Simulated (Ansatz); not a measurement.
```yaml
crystal:
  periodic: [false, false, false]
  atoms:
    - {symbol: C, position_ang: [-0.457234, -0.962124, 0.743163]}
    - {symbol: C, position_ang: [0.634513, -0.260843, 0.002223]}
    - {symbol: O, position_ang: [1.775224, -0.632332, -0.059692]}
    - {symbol: C, position_ang: [0.241230, 1.029360, -0.729357]}
    - {symbol: F, position_ang: [-0.719902, 0.752673, -1.643550]}
    - {symbol: F, position_ang: [-0.277567, 1.912637, 0.157319]}
    - {symbol: H, position_ang: [-0.065060, -1.859249, 1.217049]}
    - {symbol: H, position_ang: [-1.265075, -1.219577, 0.053220]}
    - {symbol: H, position_ang: [-0.883849, -0.291783, 1.493753]}
    - {symbol: H, position_ang: [1.100921, 1.480037, -1.231029]}
basis:
  gaussian: {orbitals: ANO-RCC-VTZP}
hamiltonian: {xc: {name: BHLYP}, dispersion: d3bjatm}
```

```sh
$ ansatz run in.yaml --threads 4 --pin off --events-out ev --progress --plain --max-ram 10444MiB
```

It prints (some lines left out):

```
Functional definition: BHLYP
1756 factors; their error is unknown
mean field evaluation 1: about -10659.0326 eV, gradient 5.4e1 eV
mean field evaluation 2: about -10658.2590 eV, gradient 6.0e1 eV
mean field evaluation 4: about -10664.0008 eV, gradient 2.8e0 eV
mean field evaluation 8: about -10664.0135 eV, gradient 7.2e-2 eV
mean field evaluation 16: about -10664.0838 eV, gradient 5.4e-5 eV
mean field -10664.08383293 eV, -391.8978524845 hartree, gradient 5.4e-5 eV, S^2 0.000000; 0 other end points of the search recorded, 0 dependent functions left out
reference -10664.08404216 eV, -391.8978601736 hartree; 24, 24 occupied and 212, 212 virtual orbitals, 1756 factors
Total energy: -10664.30461074 eV, -391.9059659194 hartree
Relativity: scalar
```

Hardware: 4 threads of an Arm Neoverse V2 on a shared host. Wall time 4.3 s, peak host memory 0.59 GiB.
